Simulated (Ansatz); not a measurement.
The reference is Mo in the bcc (W type) structure (space group Im-3m, No. 229; a = 3.161 Å).

All numbers come from PBE (Ansatz, a first-principles code), without spin-orbit coupling.

It is then changed as follows: full substitution Mo → Cr, then cell and atoms are relaxed.

Measured lattice parameter a: Mo 3.141 Å (static lattice; corrected from measurement; as listed in Daniel Mejia-Rodriguez, S. B. Trickey, Phys. Rev. B (2018)); Cr 2.877 Å (static lattice; corrected from measurement; as listed in H. Levämäki et al., Physical Review B (2014)).

How well does PBE reproduce the measured shift?

With PBE the lattice parameter a moves by -0.313 Å (3.161 → 2.848) against -0.264 Å measured.

Stability against distortions was not tested. Starting moments died away, wholly or in part, for Mo → Cr; another magnetic solution may exist. All final runs are without spin polarisation. Real Cr is antiferromagnetic at low temperature and ambient pressure, an order that this cell doesn't hold.
